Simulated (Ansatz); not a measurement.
**What a trial cell of Sr3N relaxes into**

All numbers below come from DFT PBE, scalar-relativistic, plane waves, PAW in Ansatz. Cutoff 420 eV, Γ-centred k mesh, Gaussian smearing, no spin polarisation in the final step.

Sr3N was placed on the TiAl3 (D0_22) structure type (I4/mmm, No. 139), with N in place of Ti, Sr in place of Al, at a guessed volume.

```
Sr N
1.0
    -2.27535    2.27535    5.08259
     2.27535   -2.27535    5.08259
     2.27535    2.27535   -5.08259
Sr N
3 1
Direct
  0.50000 0.50000 0.00000
  0.25000 0.75000 0.50000
  0.75000 0.25000 0.50000
  0.00000 0.00000 0.00000
```

Cell and atoms relax at zero pressure; the relaxation can't lower the symmetry of the start.

The zero of energy is the elements' standard structures at the same level (N₂ as a molecule); no fitted shifts are applied.

Problem. What does it relax into?

Solution. It keeps I4/mmm (No. 139). The result has the TiAl3 (D0_22) structure. Conventional cell: a = 4.609 Å, c = 11.420 Å. Around Sr on Wyckoff site b (1 atom of the primitive cell) lie 4 N at 3.26 Å and 8 Sr at 3.67 Å; Sr on Wyckoff site d (2 atoms of the primitive cell) has 4 Sr at 3.26 Å, 4 N at 3.67 Å and 4 Sr at 3.67 Å; N has 4 Sr at 3.26 Å and 8 Sr at 3.67 Å.

Space group I4/mmm (No. 139). a = 4.609 Å, b = 4.609 Å, c = 11.420 Å, α = 90.00°, β = 90.00°, γ = 90.00°
```tsv
atom	site	symmetry	x	y	z
Sr	2b	4/mmm	0.5000	0.5000	0.0000
Sr	4d	-4m2	0.5000	0.0000	0.2500
N	2a	4/mmm	0.0000	0.0000	0.0000
```

Problem. What are its volume, energy, density and gap?

Solution. The volume per atom is 30.32 Å³ and the density is 3.79 g/cm³. The energy over the elements is 0.85 eV/atom and the gap on the 14×14×14 mesh is 0 eV (a metal).

The final run used a 14×14×14 mesh on its 4-atom cell and 0.10 eV smearing. The k mesh leaves about 4 meV/atom of noise in metals. Symmetry constrained the relaxation, so the result can be a saddle point. The steps took roughly 6 core-minutes in all.